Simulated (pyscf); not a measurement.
`[CH3][CH]=[CH][OH]` → `[CH]#[C][CH3]` + `[OH2]`, an elimination (singlet surface; C–H, C–O broken, H–O formed). Single points on ωB97X-D3(BJ)/def2-SVP structures (PySCF, gas phase). Correlated levels are frozen-core, on RHF or UHF. ΔMP2 is the change of the MP2 total energy from the triple- to the quadruple-zeta basis. Energies in eV from the reactant's lowest minimum found.

Small-basis levels: PySCF, no dispersion term, spherical d functions. AM1 to PM7: differences of heats of formation from MOPAC, which are fitted to 298 K values and so differ in kind from electronic energies by zero-point and thermal terms. GFN2-xTB: tblite. Cost: rough CPU time at the saddle relative to B3LYP/6-31G*, from one job on a shared machine.

| level | barrier | reaction energy | cost |
|---|---|---|---|
| HF/STO-3G | 4.86 | +2.44 | 0.04 |
| HF/3-21G | 3.87 | +1.38 | 0.05 |
| HF/6-31G* | 4.35 | +1.42 | 0.08 |
| MP2/6-31G* | 3.90 | +1.36 | 0.09 |
| PBE/6-31G* | 3.57 | +1.89 | 1 |
| B3LYP/LANL2DZ | 3.57 | +1.35 | 0.8 |
| B3LYP/6-31G* | 3.76 | +1.68 | 1 |
| M06-2X/6-31G* | 3.83 | +1.70 | 3 |
| PBE/def2-SVP | 3.44 | +1.79 | 2 |
| GFN2-xTB | 4.32 | +1.72 | under 0.02 |
| PM3 | 3.83 | +1.24 | under 0.02 |
| PM6 | 3.41 | +1.36 | under 0.02 |
| CCSD(T)/def2-TZVPP + ΔMP2(QZVPP) | 3.60 | +1.12 | – |

Against the last row the barrier runs from -0.19 (PM6) to +1.26 eV (HF/STO-3G); B3LYP/LANL2DZ happens to lie closest here (0.03 eV apart). CCSD(T)/def2-TZVPP + ΔMP2(QZVPP) has limits of its own. On the reactant side the descent ends in a point that may be a rotor saddle (no frequency run), 0.06 eV over the lowest minimum found and 3.62 eV under the saddle at ωB97X-D3(BJ)/def2-TZVP. This is the saddle that the search found; another between the same sides may lie lower. The CCSD(T) − MP2 part came from Ansatz, without density fitting, on the same reference.
